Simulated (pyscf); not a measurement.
F–GeH₂–F + NH₃ -> H₂N–GeH(F)–F + H₂, a four-centre exchange (singlet surface; Ge–H, H–N broken, Ge–N, H–H formed). Optimised with ωB97X-D3(BJ)/def2-SVP in PySCF. Energies in kJ/mol from the separated reactants.

Small-basis levels: PySCF, no dispersion term, spherical d functions. AM1 to PM7: differences of heats of formation from MOPAC. GFN2-xTB: tblite. Cost: rough CPU time at the saddle relative to B3LYP/6-31G*+LANL2DZ, from one job on a shared machine.

```
level                   barrier  reaction energy        cost
----------------------  -------  ---------------  ----------
HF/3-21G                      ?            -83.1        0.09
HF/6-31G*+LANL2DZ         250.6             -8.7        0.10
PBE/6-31G*+LANL2DZ        136.6            -23.2           1
B3LYP/3-21G                79.4            -95.6         0.9
M06-2X/6-31G*+LANL2DZ     153.1            -38.7           2
GFN2-xTB                      ?            +11.8  under 0.02
PM6                       159.8           -158.8  under 0.02
ωB97M-D3(BJ)/def2-TZVP        ?             -5.0           –
```

Problem. Fill in the missing entries.

Solution. 
- HF/3-21G, barrier: 154.1
- GFN2-xTB, barrier: 161.2
- ωB97M-D3(BJ)/def2-TZVP, barrier: 170.0

Against the last row the barrier runs from -90.5 (B3LYP/3-21G) to +80.6 kJ/mol (HF/6-31G*+LANL2DZ). ωB97M-D3(BJ)/def2-TZVP has limits of its own. On the reactant side the descent ends in a bound adduct, 41.8 kJ/mol under the separated species and 207.7 kJ/mol under the saddle at ωB97X-D3(BJ)/def2-TZVP. At the saddle there is also a short Ge–H contact that neither side keeps. One saddle was located; it need not be the lowest between these sides. In the def2 sets elements up to Kr have no core potential.
